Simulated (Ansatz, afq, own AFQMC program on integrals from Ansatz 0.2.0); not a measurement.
## HO, doublet in cc-pVDZ, levels against full CI

```xyz
2

O     0.0000    0.0000    0.0000
H     0.0000    0.0000    0.9731
```

Basis cc-pVDZ. Only valence electrons are correlated. Ansatz 0.2.0 and our own AFQMC program on the same integrals; the CISD trial comes from CCSD amplitudes, and released means the phaseless constraint is let go. ± is one standard error of the sampling.

Determinant: ROHF, the one that the program's search chose, which needn't be the lowest solution. The geometry is a PBE0/def2-TZVP stationary point of this or a neighbouring charge and spin state.

Full CI is exact in this basis; its frozen core comes from its own orbitals, which moves totals by up to a few meV.

Cautions: full CI with its own frozen core.

The T1 diagnostic is 0.0109 and the weight of the determinant in the CISD state is 0.956. The size of the correlated space is 7 electrons in 18 orbitals.

Q: Estimate: order these by the size of their error in total energy against full CI, smallest first.
A. MP2
B. CCSD
C. CCSD(T)
D. phaseless AFQMC with a CISD trial

A: D (0.06 ± 0.06 kcal/mol), C (0.29 kcal/mol), B (1.39 kcal/mol), A (10.55 kcal/mol).

Reference: full CI, correlation energy -4.621 eV.

A walk keeps the symmetry of its determinant, which the program's search chose and which needn't be the lowest solution, so a lower state of the same spin and another symmetry isn't excluded.
